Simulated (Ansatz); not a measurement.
## AlClH3N, SMILES [NH2][AlH][Cl]: a composite energy at a relaxed geometry

Program: Ansatz's Python interface.

`alclh3n.py`:
```python
"""A composite energy for AlClH3N: DFT geometry, MP2 basis limit, coupled-cluster correction."""

import itertools

import ansatz as az
from ase.data import atomic_numbers, covalent_radii
import numpy as np

BASIS_SET = "def2-SVP"
FUNCTIONAL = "r2scan"


def main() -> None:
    mol = (
        az.Crystal.molecule()
        .atom("N", (-0.9283, 0.0315, -0.6639))
        .atom("Al", (0.4278, -0.134, 0.598))
        .atom("Cl", (1.4199, -2.0788, 0.7942))
        .atom("H", (-1.1971, 1.0885, -0.644))
        .atom("H", (-0.555, -0.0927, -1.6359))
        .atom("H", (0.8748, 1.1214, 1.5053))
    )

    calc = mol.calculation().basis(gaussian=BASIS_SET).functional(FUNCTIONAL)
    symbols = [site.symbol for site in mol.cartesian_sites]
    start = np.array([site.position_ang for site in mol.cartesian_sites], dtype=float)
    r = calc.relax(force_tolerance=0.01).run(threads=1, pin="off").report
    end = np.array(r["positions_ang"])
    # pairs closer than 1.2 times the sum of covalent radii, before or after
    radius = [covalent_radii[atomic_numbers[s]] for s in symbols]
    span = lambda where, i, j: np.linalg.norm(where[i] - where[j])
    bonded = [(i, j) for i, j in itertools.combinations(range(len(symbols)), 2) if min(span(start, i, j), span(end, i, j)) < 1.2 * (radius[i] + radius[j])]
    print("pair        before    after (A)")
    for i, j in bonded:
        print(f"{symbols[i]}{i}-{symbols[j]}{j}".ljust(10), f"{span(start, i, j):8.4f} {span(end, i, j):8.4f}")

    minimum = az.Crystal.molecule()
    for symbol, place in zip(symbols, end):
        minimum = minimum.atom(symbol, place.tolist())
    at_minimum = minimum.calculation()
    # MP2 extrapolated to the basis limit, plus the small-basis difference CCSD(T) - MP2
    level = lambda method, basis: at_minimum.basis(gaussian=basis).correlation(method).run(threads=1, pin="off").report
    small, large, cluster = level("mp2", "cc-pVDZ"), level("mp2", "cc-pVTZ"), level("ccsd_t", "cc-pVDZ")
    corr = lambda each: (each["free_energy_ev"] - each["reference_energy_ev"]) / 27.211386246
    mp2_limit = (27 * corr(large) - 8 * corr(small)) / 19
    pieces = {"HF / cc-pVTZ": large["reference_energy_ev"] / 27.211386246, "MP2 correlation, DZ-TZ limit": mp2_limit, "CCSD(T) - MP2 / cc-pVDZ": corr(cluster) - corr(small)}
    for name, value in pieces.items():
        print(f"{name:32s} {value:14.6f} Ha")
    print(f"{'sum':32s} {sum(pieces.values()):14.6f} Ha")
    print("T1 diagnostic", round(cluster["correlation"]["coupled_cluster"]["t1_diagnostic"], 4))


if __name__ == "__main__":
    main()
```

Running `python alclh3n.py` prints:
```text
pair        before    after (A)
N0-Al1       1.8598   1.7639
N0-H3        1.0908   1.0157
N0-H4        1.0486   1.0158
Al1-Cl2      2.1920   2.1107
Al1-H5       1.6122   1.5733
HF / cc-pVTZ                        -757.781567 Ha
MP2 correlation, DZ-TZ limit          -0.529786 Ha
CCSD(T) - MP2 / cc-pVDZ               -0.040598 Ha
sum                                 -758.351950 Ha
T1 diagnostic 0.0119
```

Notes:
- These settings explore the input space; basis and method may be short of convergence.
- The sum leaves out core correlation, relativity, the Hartree-Fock basis error and zero-point energy; a DZ-TZ extrapolation is rough.
- Inner cores stay frozen, so this is valence correlation.
- For Al to Cl the sets with a tight d function, cc-pV(X+d)Z, are usual.
- An extrapolation from small basis sets is rough.
- It ran for 32 s on 1 thread of Arm Neoverse V1, with other jobs on the host, peak memory 0.29 GiB.

(A comment or docstring line of the script was reworded after the run, the code is as it ran; lines on the test bed's own set-up are left out of the output.)
